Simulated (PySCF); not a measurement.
Towards the basis-set limit for AlH

State: ¹Σ⁺, singlet, closed shell. De refers to Al + H. RHF-based CCSD(T) in PySCF 2.14 with Al aug-cc-pV(T+d)Z, H aug-cc-pVTZ and Al aug-cc-pV(Q+d)Z, H aug-cc-pVQZ (frozen core orbitals: 5; no relativity). Correlation energies are extrapolated as n⁻³ (n = 3, 4), Hartree–Fock as (n+1)·exp(−9√n). CV is the change on freezing 1 orbitals instead, in Al cc-pwCVTZ, H cc-pVTZ. SR is the spin-free X2C energy in Al cc-pVTZ-DK, H cc-pVTZ-DK less the non-relativistic one in Al cc-pVTZ, H cc-pVTZ.

```json
{"Level": "CCSD(T)/TZ", "Re (Å)": "1.6540", "ωe (cm⁻¹)": "1664.6", "ωexe (cm⁻¹)": "26.7", "αe (cm⁻¹)": "0.182", "De (eV)": "3.151"}
{"Level": "CCSD(T)/QZ", "Re (Å)": "1.6507", "ωe (cm⁻¹)": "1686.4", "ωexe (cm⁻¹)": "28.8", "αe (cm⁻¹)": "0.184", "De (eV)": "3.182"}
{"Level": "HF/CBS", "Re (Å)": "1.6453", "ωe (cm⁻¹)": "1736.2", "ωexe (cm⁻¹)": "26.5", "αe (cm⁻¹)": "0.170", "De (eV)": "2.280"}
{"Level": "MP2/CBS", "Re (Å)": "1.6445", "ωe (cm⁻¹)": "1729.4", "ωexe (cm⁻¹)": "27.1", "αe (cm⁻¹)": "0.173", "De (eV)": "3.077"}
{"Level": "CCSD/CBS", "Re (Å)": "1.6483", "ωe (cm⁻¹)": "1701.1", "ωexe (cm⁻¹)": "28.8", "αe (cm⁻¹)": "0.181", "De (eV)": "3.192"}
{"Level": "CCSD(T)/CBS", "Re (Å)": "1.6499", "ωe (cm⁻¹)": "1693.4", "ωexe (cm⁻¹)": "29.2", "αe (cm⁻¹)": "0.183", "De (eV)": "3.200"}
{"Level": "CCSD(T)/CBS+CV", "Re (Å)": "1.6467", "ωe (cm⁻¹)": "1688.4", "ωexe (cm⁻¹)": "29.1", "αe (cm⁻¹)": "0.184", "De (eV)": "3.193"}
{"Level": "CCSD(T)/CBS+CV+SR", "Re (Å)": "1.6468", "ωe (cm⁻¹)": "1685.8", "ωexe (cm⁻¹)": "29.0", "αe (cm⁻¹)": "0.184", "De (eV)": "3.190"}
```

**Question.** How much is left between CCSD(T)/QZ and the basis-set limit, and how much do the triples give at the limit?

**Answer.** CCSD(T)/CBS less CCSD(T)/QZ: -0.8 mÅ in Re, +7.0 cm⁻¹ in ωe and +0.018 eV in De. CCSD(T)/CBS less CCSD/CBS: +1.6 mÅ in Re, -7.7 cm⁻¹ in ωe and +0.008 eV in De.

**Question.** What do the later terms add?

**Answer.** CV: -3.2 mÅ in Re, -5.0 cm⁻¹ in ωe and -0.007 eV in De; SR: +0.1 mÅ in Re, -2.6 cm⁻¹ in ωe and -0.003 eV in De, each against the row above.

The T1 diagnostic is 0.014. The open-shell atoms are computed with UHF. Spin–orbit coupling, excitations beyond (T) and corrections to the Born–Oppenheimer picture are left out.

The whole job (state search and all basis sets along the bond) took about 2 min on 4 threads of Arm Neoverse V2 (shared host), peak memory 4 GiB.
